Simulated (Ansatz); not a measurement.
# [Cl···H···CH2], triplet along the distance Cl1-H2

Starting geometry:

```yaml
atoms:
  - { symbol: Cl, position_ang: [-0.8719, 0.0000, 0.0000] }
  - { symbol: H, position_ang: [0.4069, 0.0000, 0.0000] }
  - { symbol: C, position_ang: [2.1151, 0.0000, 0.0000] }
  - { symbol: H, position_ang: [2.5295, 0.0000, 0.9962] }
  - { symbol: H, position_ang: [2.5295, 0.0000, -0.9962] }
```

From there H2 is moved from one fragment to the other while all else, the fragments' distance too, stays fixed, so the hump isn't the reaction's barrier; atoms are numbered as listed. Energies are in eV, counted from the starting geometry at the same level. Kohn–Sham curves are unrestricted where that lies lower.

Basis cc-pVDZ; Ansatz 0.2.0. Only valence electrons are correlated (noble-gas cores frozen). Prefix R: restricted or restricted open-shell reference; prefix U: unrestricted.

For open shells CISD is restricted-active-space CI with the open shells as a complete middle space.

Full CI isn't at hand for all of this; UCCSDT(Q) serves as the reference, and is uncertain by about the last step of the cluster series.

```json
{"distance Cl1-H2 (Å)": "1.189", "UCCSDT(Q)": "0.241", "curve A": "0.172", "curve B": "0.213", "curve C": "0.302", "curve D": "0.231"}
{"distance Cl1-H2 (Å)": "1.279", "UCCSDT(Q)": "0.000", "curve A": "0.000", "curve B": "0.000", "curve C": "0.000", "curve D": "0.000"}
{"distance Cl1-H2 (Å)": "1.367", "UCCSDT(Q)": "-0.013", "curve A": "0.061", "curve B": "0.024", "curve C": "-0.088", "curve D": "-0.001"}
{"distance Cl1-H2 (Å)": "1.455", "UCCSDT(Q)": "0.051", "curve A": "0.200", "curve B": "0.138", "curve C": "-0.101", "curve D": "0.076"}
{"distance Cl1-H2 (Å)": "1.544", "UCCSDT(Q)": "0.089", "curve A": "0.295", "curve B": "0.226", "curve C": "-0.127", "curve D": "0.123"}
{"distance Cl1-H2 (Å)": "1.632", "UCCSDT(Q)": "0.039", "curve A": "0.261", "curve B": "0.167", "curve C": "-0.205", "curve D": "0.071"}
{"distance Cl1-H2 (Å)": "1.720", "UCCSDT(Q)": "-0.094", "curve A": "0.092", "curve B": "0.008", "curve C": "-0.325", "curve D": "-0.073"}
{"distance Cl1-H2 (Å)": "1.809", "UCCSDT(Q)": "-0.242", "curve A": "-0.132", "curve B": "-0.187", "curve C": "-0.430", "curve D": "-0.236"}
{"distance Cl1-H2 (Å)": "1.897", "UCCSDT(Q)": "-0.287", "curve A": "-0.266", "curve B": "-0.275", "curve C": "-0.427", "curve D": "-0.295"}
```

Problem. The curves come from B3LYP, CISD, UCCSD, UHF. Compare each with UCCSDT(Q) and say which is which.

Solution. A: UHF, B: CISD, C: B3LYP, D: UCCSD. Spread of the error against UCCSDT(Q), over the points where both stand: A 0.292, B 0.164, C 0.305, D 0.043 eV. 

In so small a basis the reference is far from its limit while semilocal and hybrid functionals are nearer theirs, so the functionals' errors here hold much of the reference's basis and frozen-core error, which can add to them or hide them.
